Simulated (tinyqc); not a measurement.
UHF in the sto-3g basis, for H2O+, spin multiplicity 2, step by step. One step of it, computed by the program tinyqc.

Question. Iteration 1: building the Fock matrix. J_ij = sum D_kl (ij|kl) with D = D(alpha) + D(beta), K_ij = sum D_kl (ik|jl) for each spin; F = H + J - K(s); E = tr D H + tr D J / 2 - 0.5 sum_s tr D(s) K(s) + E_nn.

D(alpha) at the start, lower triangle:
```
,1O 1s,1O 2s,1O 2px,1O 2py,1O 2pz,2H 1s,3H 1s
1O 1s,1.033009
1O 2s,-0.135570,0.616100
1O 2px,0.000000,0.000000,1.000000
1O 2py,0.000696,-0.002778,0.000000,0.757819
1O 2pz,0.058974,-0.215928,0.000000,-0.001049,0.897098
2H 1s,-0.067423,0.173633,0.000000,0.175934,0.066743,0.111071
3H 1s,-0.066178,0.170819,0.000000,-0.176689,0.065854,0.027584,0.108214
```

D(beta) at the start, lower triangle:
```
,1O 1s,1O 2s,1O 2px,1O 2py,1O 2pz,2H 1s,3H 1s
1O 1s,1.033009
1O 2s,-0.135570,0.616100
1O 2px,0.000000,0.000000,0.000000
1O 2py,0.000696,-0.002778,0.000000,0.757819
1O 2pz,0.058974,-0.215928,0.000000,-0.001049,0.897098
2H 1s,-0.067423,0.173633,0.000000,0.175934,0.066743,0.111071
3H 1s,-0.066178,0.170819,0.000000,-0.176689,0.065854,0.027584,0.108214
```

core Hamiltonian H = T + V (hartree), lower triangle:
```
,1O 1s,1O 2s,1O 2px,1O 2py,1O 2pz,2H 1s,3H 1s
1O 1s,-32.628961
1O 2s,-7.591039,-9.249831
1O 2px,0.000000,0.000000,-7.387792
1O 2py,-0.000170,-0.001804,0.000000,-7.491304
1O 2pz,-0.018334,-0.221415,0.000000,-0.001080,-7.488672
2H 1s,-1.434795,-3.250841,0.000000,-1.646302,-1.698768,-4.786651
3H 1s,-1.403720,-3.200674,0.000000,1.625193,-1.680074,-1.547956,-4.755680
```

Two-electron integrals (ij|kl) in chemists' order, unique and non-zero (hartree):
```
i,j,k,l,(ij|kl)
1,1,1,1,4.785065
2,1,1,1,0.741380
2,1,2,1,0.136873
2,2,1,1,1.118947
2,2,2,1,0.256633
2,2,2,2,0.817206
3,1,3,1,0.024477
3,2,3,1,0.037809
3,2,3,2,0.180518
3,3,1,1,1.115814
3,3,2,1,0.256684
3,3,2,2,0.817023
3,3,3,3,0.880159
4,1,4,1,0.024477
4,2,4,1,0.037809
4,2,4,2,0.180518
4,3,4,3,0.047444
4,4,1,1,1.115814
4,4,2,1,0.256684
4,4,2,2,0.817023
4,4,3,3,0.785270
4,4,4,4,0.880159
5,1,5,1,0.024477
5,2,5,1,0.037809
5,2,5,2,0.180518
5,3,5,3,0.047444
5,4,5,4,0.047444
5,5,1,1,1.115814
5,5,2,1,0.256684
5,5,2,2,0.817023
5,5,3,3,0.785270
5,5,4,4,0.785270
5,5,5,5,0.880159
6,1,1,1,0.140891
6,1,2,1,0.025798
6,1,2,2,0.048082
6,1,3,3,0.047989
6,1,4,1,0.000848
6,1,4,2,0.001589
6,1,4,4,0.048135
6,1,5,1,0.000836
6,1,5,2,0.001568
6,1,5,4,0.000144
6,1,5,5,0.048131
6,1,6,1,0.004926
6,2,1,1,0.349421
6,2,2,1,0.081174
6,2,2,2,0.286992
6,2,3,3,0.282062
6,2,4,1,0.004344
6,2,4,2,0.033455
6,2,4,4,0.289418
6,2,5,1,0.004285
6,2,5,2,0.033003
6,2,5,4,0.007256
6,2,5,5,0.289220
6,2,6,1,0.015607
6,2,6,2,0.125725
6,3,3,1,0.008412
6,3,3,2,0.049267
6,3,4,3,0.006916
6,3,5,3,0.006822
6,3,6,3,0.017732
6,4,1,1,0.181171
6,4,2,1,0.042625
6,4,2,2,0.160902
6,4,3,3,0.153633
6,4,4,1,0.010408
6,4,4,2,0.066984
6,4,4,4,0.171414
6,4,5,1,0.001969
6,4,5,2,0.017477
6,4,5,4,0.010718
6,4,5,5,0.157477
6,4,6,1,0.008551
6,4,6,2,0.085628
6,4,6,4,0.075375
6,5,1,1,0.178722
6,5,2,1,0.042049
6,5,2,2,0.158727
6,5,3,3,0.151557
6,5,4,1,0.001969
6,5,4,2,0.017477
6,5,4,4,0.155453
6,5,5,1,0.010354
6,5,5,2,0.066508
6,5,5,4,0.010759
6,5,5,5,0.168993
6,5,6,1,0.008435
6,5,6,2,0.084470
6,5,6,4,0.056863
6,5,6,5,0.073827
6,6,1,1,0.495185
6,6,2,1,0.116904
6,6,2,2,0.474581
6,6,3,3,0.455522
6,6,4,1,0.007968
6,6,4,2,0.085063
6,6,4,4,0.484197
6,6,5,1,0.007861
6,6,5,2,0.083914
6,6,5,4,0.028287
6,6,5,5,0.483427
6,6,6,1,0.022667
6,6,6,2,0.263951
6,6,6,4,0.205174
6,6,6,5,0.202401
6,6,6,6,0.774606
7,1,1,1,0.137803
7,1,2,1,0.025235
7,1,2,2,0.047038
7,1,3,3,0.046946
7,1,4,1,-0.000828
7,1,4,2,-0.001554
7,1,4,4,0.047089
7,1,5,1,0.000818
7,1,5,2,0.001535
7,1,5,4,-0.000141
7,1,5,5,0.047086
7,1,6,1,0.004757
7,1,6,2,0.014870
7,1,6,4,0.007449
7,1,6,5,0.008043
7,1,6,6,0.021410
7,1,7,1,0.004713
7,2,1,1,0.343738
7,2,2,1,0.079863
7,2,2,2,0.282588
7,2,3,3,0.277718
7,2,4,1,-0.004272
7,2,4,2,-0.032979
7,2,4,4,0.284974
7,2,5,1,0.004220
7,2,5,2,0.032581
7,2,5,4,-0.007168
7,2,5,5,0.284800
7,2,6,1,0.014954
7,2,6,2,0.103126
7,2,6,4,0.048121
7,2,6,5,0.067638
7,2,6,6,0.180804
7,2,7,1,0.015022
7,2,7,2,0.122173
7,3,3,1,0.008253
7,3,3,2,0.048419
7,3,4,3,-0.006807
7,3,5,3,0.006725
7,3,6,3,0.014133
7,3,7,3,0.017178
7,4,1,1,-0.178681
7,4,2,1,-0.042042
7,4,2,2,-0.158828
7,4,3,3,-0.151663
7,4,4,1,0.010219
7,4,4,2,0.065914
7,4,4,4,-0.169174
7,4,5,1,-0.001943
7,4,5,2,-0.017284
7,4,5,4,0.010576
7,4,5,5,-0.155467
7,4,6,1,-0.007512
7,4,6,2,-0.048297
7,4,6,4,-0.008788
7,4,6,5,-0.030961
7,4,6,6,-0.074567
7,4,7,1,-0.008249
7,4,7,2,-0.083419
7,4,7,4,0.073475
7,5,1,1,0.176526
7,5,2,1,0.041534
7,5,2,2,0.156912
7,5,3,3,0.149833
7,5,4,1,-0.001943
7,5,4,2,-0.017284
7,5,4,4,0.153684
7,5,5,1,0.010172
7,5,5,2,0.065494
7,5,5,4,-0.010611
7,5,5,5,0.167041
7,5,6,1,0.008118
7,5,6,2,0.067821
7,5,6,4,0.030942
7,5,6,5,0.057954
7,5,6,6,0.130628
7,5,7,1,0.008149
7,5,7,2,0.082413
7,5,7,4,-0.055618
7,5,7,5,0.072125
7,6,1,1,0.151676
7,6,2,1,0.035622
7,6,2,2,0.138391
7,6,3,3,0.134699
7,6,4,1,-4.16e-06
7,6,4,2,-0.000054
7,6,4,4,0.136861
7,6,5,1,0.002832
7,6,5,2,0.026707
7,6,5,4,-0.000017
7,6,5,5,0.143459
7,6,6,1,0.006804
7,6,6,2,0.062433
7,6,6,4,0.036564
7,6,6,5,0.047162
7,6,6,6,0.141025
7,6,7,1,0.006657
7,6,7,2,0.061648
7,6,7,4,-0.036261
7,6,7,5,0.046721
7,6,7,6,0.039073
7,7,1,1,0.491335
7,7,2,1,0.116006
7,7,2,2,0.471491
7,7,3,3,0.452603
7,7,4,1,-0.007862
7,7,4,2,-0.084274
7,7,4,4,0.480979
7,7,5,1,0.007768
7,7,5,2,0.083257
7,7,5,4,-0.028033
7,7,5,5,0.480298
7,7,6,1,0.021717
7,7,6,2,0.182420
7,7,6,4,0.074998
7,7,6,5,0.131418
7,7,6,6,0.348721
7,7,7,1,0.022002
7,7,7,2,0.259473
7,7,7,4,-0.202191
7,7,7,5,0.199752
7,7,7,6,0.141025
7,7,7,7,0.774606
```

nuclear repulsion = 8.46575342 hartree

Give: Coulomb J; exchange K(alpha); exchange K(beta); F(alpha); F(beta); total energy of this density.

Answer.

Coulomb J (hartree), lower triangle:
```
,1O 1s,1O 2s,1O 2px,1O 2py,1O 2pz,2H 1s,3H 1s
1O 1s,16.6559
1O 2s,3.1142,7.5997
1O 2px,0.0000,0.0000,7.5216
1O 2py,-0.0001,0.0001,0.0000,7.6203
1O 2pz,-0.0095,-0.0035,0.0000,0.0003,7.6345
2H 1s,0.5871,2.6327,0.0000,1.4665,1.4531,4.3733
3H 1s,0.5743,2.5917,0.0000,-1.4470,1.4361,1.2660,4.3438
```

exchange K(alpha) (hartree), lower triangle:
```
,1O 1s,1O 2s,1O 2px,1O 2py,1O 2pz,2H 1s,3H 1s
1O 1s,4.8738
1O 2s,0.8555,1.2942
1O 2px,0.0000,0.0000,1.1276
1O 2py,0.0000,-0.0005,0.0000,1.0650
1O 2pz,0.0054,-0.0610,0.0000,0.0001,1.1133
2H 1s,0.1658,0.5212,0.0000,0.2789,0.2493,0.4829
3H 1s,0.1623,0.5136,0.0000,-0.2762,0.2465,0.2274,0.4730
```

exchange K(beta) (hartree), lower triangle:
```
,1O 1s,1O 2s,1O 2px,1O 2py,1O 2pz,2H 1s,3H 1s
1O 1s,4.8493
1O 2s,0.8177,1.1137
1O 2px,0.0000,0.0000,0.2474
1O 2py,0.0000,-0.0005,0.0000,1.0176
1O 2pz,0.0054,-0.0610,0.0000,0.0001,1.0658
2H 1s,0.1574,0.4719,0.0000,0.2719,0.2425,0.4652
3H 1s,0.1540,0.4652,0.0000,-0.2694,0.2398,0.2133,0.4558
```

F(alpha) (hartree), lower triangle:
```
,1O 1s,1O 2s,1O 2px,1O 2py,1O 2pz,2H 1s,3H 1s
1O 1s,-20.8469
1O 2s,-5.3324,-2.9444
1O 2px,0.0000,0.0000,-0.9937
1O 2py,-0.0003,-0.0012,0.0000,-0.9361
1O 2pz,-0.0333,-0.1639,0.0000,-0.0009,-0.9675
2H 1s,-1.0135,-1.1393,0.0000,-0.4586,-0.4950,-0.8963
3H 1s,-0.9916,-1.1226,0.0000,0.4544,-0.4905,-0.5094,-0.8848
```

F(beta) (hartree), lower triangle:
```
,1O 1s,1O 2s,1O 2px,1O 2py,1O 2pz,2H 1s,3H 1s
1O 1s,-20.8224
1O 2s,-5.2946,-2.7638
1O 2px,0.0000,0.0000,-0.1136
1O 2py,-0.0003,-0.0012,0.0000,-0.8887
1O 2pz,-0.0333,-0.1639,0.0000,-0.0009,-0.9200
2H 1s,-1.0051,-1.0900,0.0000,-0.4517,-0.4881,-0.8786
3H 1s,-0.9834,-1.0741,0.0000,0.4476,-0.4838,-0.4952,-0.8677
```

total energy of this density = -74.426845 hartree
